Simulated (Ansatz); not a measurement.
## [BF2]+ (SMILES F[B+]F): the vertical ionisation energy from total energies

[BF2]+ has 3 atoms, charge +1, and is taken as a singlet. As SMILES, `F[B+]F`. Geometry: relaxed at GFN2-xTB.

```xyz
3

F     0.3274    1.1339    0.3057
B     0.0007   -0.0003    0.0004
F    -0.3281   -1.1336   -0.3060
```

Both states at this one shape; open shells run unrestricted unless said. 1 Eh = 27.2114 eV.

```
         level  program  singlet [BF2]+ (Eh)  doublet [BF2]2+ (Eh)
    PBE/STO-3G   Ansatz          -220.913007           -220.032404
r2SCAN0/STO-3G   Ansatz          -221.056644           -220.164012
```

Work out the vertical ionisation energy at each level.


1. PBE/STO-3G: -220.032404 − (-220.913007) = 0.880603 Eh = 23.96 eV.
2. r2SCAN0/STO-3G: -220.164012 − (-221.056644) = 0.892632 Eh = 24.29 eV.

No measured value is set beside it here; the levels span 23.96 to 24.29 eV. Minimal sets are far from the basis-set limit.
